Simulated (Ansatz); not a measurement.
Worked example: correlation energy of H3Ge–GeH⁺, doublet

Geometry: that of the H3Ge–GeH, triplet, kept fixed.

```yaml
atoms:
  - { symbol: Ge, position_ang: [0.0000, -0.0229, 1.1903] }
  - { symbol: Ge, position_ang: [0.0000, 0.0409, -1.2321] }
  - { symbol: H, position_ang: [1.2555, -0.7421, 1.7164] }
  - { symbol: H, position_ang: [0.0000, 1.4326, 1.6767] }
  - { symbol: H, position_ang: [-1.2555, -0.7421, 1.7164] }
  - { symbol: H, position_ang: [0.0000, -1.2486, -2.0914] }
```

Basis cc-pVDZ; Ansatz 0.2.0. Only valence electrons are correlated (noble-gas cores and the filled d shells of p-block atoms frozen), which leaves 11 electrons in 46 orbitals. Prefix R: restricted or restricted open-shell reference; prefix U: unrestricted. No spin–orbit coupling is included, and no scalar relativity.

Full CI isn't at hand for all of this; UCCSDT(Q) serves as the reference, and is uncertain by the last step of the cluster series or more.

UCCSD has a T1 diagnostic of 0.016 and a largest doubles amplitude of 0.04.

Runs differ by some tens of microhartree through their thresholds and, for an open shell, their frozen cores, so steps under 0.03 kcal/mol mean nothing.

| level | total energy (hartree) |
| --- | --- |
| UHF | -4152.682452 |
| UMP2 | -4152.834264 |
| UCCSD | -4152.875805 |
| UCCSD(T) | -4152.880430 |
| UCCSDT | -4152.881588 |
| UCCSDT(Q) | -4152.881765 |

What is the correlation energy at UCCSDT(Q), and what share of it do UMP2 and UCCSDT recover?

E(corr) = -4152.881765 − (-4152.682452) = -0.199313 hartree = -5.424 eV. UMP2: -0.151812 / -0.199313 = 76.17 %. UCCSDT: -0.199136 / -0.199313 = 99.91 %.

By how many kcal/mol does UCCSD(T) miss UCCSDT(Q) (1 hartree = 627.509 kcal/mol), and which steps make up the rest?

-4152.880430 − (-4152.881765) = 0.001335 hartree = 0.84 kcal/mol. Steps: UCCSDT − UCCSD(T) = -0.73, UCCSDT(Q) − UCCSDT = -0.11 kcal/mol. Differences between like states or geometries often cancel part of this.
